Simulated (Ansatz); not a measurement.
# HO+ (singlet): from Hartree-Fock to the top rungs at distance O1–H2 = 0.916 Å, aug-cc-pVTZ

The task here is to estimate one member of a computed series from the others.

Method: aug-cc-pVTZ, core rule «outside noble gas», up to 1 orbitals frozen; program: Ansatz 0.2.0, Gaussian basis.

The runs, in order: UHF; CCSD(T) on RHF; CCSD(T) on UHF; BCCD(T) on RHF; CISD; CCSDT(Q) on RHF; CCSDT(Q) on UHF; CCSDTQ on RHF; CASSCF and MRCISD+Q, 2 electrons in 2 orbitals; CASSCF and NEVPT2, 2 electrons in 2 orbitals; CASSCF and MRCISD+Q, 6 electrons in 5 orbitals; CASSCF and NEVPT2, 6 electrons in 5 orbitals; Full CI; Full CI in the symmetry of the determinant.

2 further runs of the same task are left out: 2 for a known fault of the program.

## The system

The geometry derives from a PBE0/def2-TZVP stationary point (not a proven minimum). One bond is set to the value named and the two fragments are kept rigid.

2 atoms, charge 1, spin multiplicity 1.

Atoms are counted from 1 here; the program's logs count them from 0.

Bond lengths: O1–H2 0.916 Å.

Coordinates:

```
atom   x (Å)   y (Å)   z (Å)
  O1  0.0000  0.0000  0.0000
  H2  0.0000  0.0000  0.9160
```

The first run:

Contents of in.yaml:

```yaml
crystal:
  periodic: [false, false, false]
  atoms:
    - {symbol: O, position_ang: [0.000000, 0.000000, 0.000000]}
    - {symbol: H, position_ang: [0.000000, 0.000000, 0.916000]}
basis:
  gaussian: {orbitals: aug-cc-pVTZ}
total_charge: 1
magnetization: {spin_polarized: true, initial_magnetization: 0}
hamiltonian: {xc: hf}
output: {orbitals: {seedname: orbitals}}
```

Launch:

```bash
$ ansatz run in.yaml --threads 1 --pin off --events-out ev --progress --plain --max-ram 2764MiB --backend cpu
```

Steps of the session up to this table: UHF; CCSD(T) on RHF; CCSD(T) on UHF; BCCD(T) on RHF; CISD; CCSDT(Q) on RHF; CCSDT(Q) on UHF; CCSDTQ on RHF; CASSCF and MRCISD+Q, 2 electrons in 2 orbitals; CASSCF and NEVPT2, 2 electrons in 2 orbitals; CASSCF and MRCISD+Q, 6 electrons in 5 orbitals; CASSCF and NEVPT2, 6 electrons in 5 orbitals; Full CI; Full CI in the symmetry of the determinant.

One of the session's tables, all rows but one given; the rest of the session is left out.

| method | from FCI (meV) |
| --- | --- |
| RHF | ? |
| RMP2 | +1490.9 |
| CISD | +834.2 |
| RCCSD | +588.3 |
| RCCSD(T) | +302.5 |
| BCCD(T) | +303.5 |
| RCCSDT | +16.3 |
| RCCSDT(Q) | -9.9 |
| RCCSDTQ | 0.0 |
| CASSCF pair | +4790.7 |
| NEVPT2 pair | +476.1 |
| MRCISD pair | +177.3 |
| MRCISD+Q pair | +8.7 |
| CASSCF valence | +4276.0 |
| NEVPT2 valence | +628.3 |
| MRCISD valence | +140.9 |
| MRCISD+Q valence | +9.2 |
| FCI | 0 |

Estimate the missing values for RHF.

The run gave: from FCI (meV): +6000.9. In the column «from FCI (meV)» it is the highest.

To keep in mind: The report flags that the cluster equations may have other roots. Left out of the table: UHF, UMP2, UCCSD, UCCSD(T), UCCSDT, UCCSDT(Q) (another determinant or state than the rows shown). The program flags RCCSDT(Q), RCCSDTQ as in doubt, so those rows may rest on another solution; read them beside their warnings. RCCSDT(Q) falls below full CI, which methods that aren't variational can do.
